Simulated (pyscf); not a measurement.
# Routes from HB=NH + hydrogen chloride (HCl)

Candidate steps break at most two bonds and form at most two. Each was searched with GFN2-xTB (tblite) first. Structures and frequencies: ωB97X-D3(BJ)/def2-SVP in PySCF. Correlated levels are frozen-core, on RHF or UHF. ΔMP2 is the change of the MP2 total energy from the triple- to the quadruple-zeta basis. Energies: CCSD(T)/def2-TZVPP + ΔMP2(QZVPP), kcal/mol, from the separated reactants, singlet surface.

```json
[
 {"products": "H₂N–BH–Cl", "type": "addition across a multiple bond or ene-type step", "ΔE‡": "15.9", "ΔE": "-54.2", "ΔG‡ 298 K": "22.9", "ΔG‡ 900 K": "40.7", "ν‡ (cm⁻¹)": "1165i"},
 {"products": "HB=NH + HCl", "type": "four-centre exchange", "ΔE‡": "38.0", "ΔE": "0.0", "ΔG‡ 298 K": "44.7", "ΔG‡ 900 K": "62.1", "ν‡ (cm⁻¹)": "1031i"}
]
```

Plain bond fissions and candidates not yet searched are not listed, and one of them may be faster. Each barrier is that of the saddle found; lower ones may exist. The CCSD(T) − MP2 part came from Ansatz, without density fitting, on the same reference.
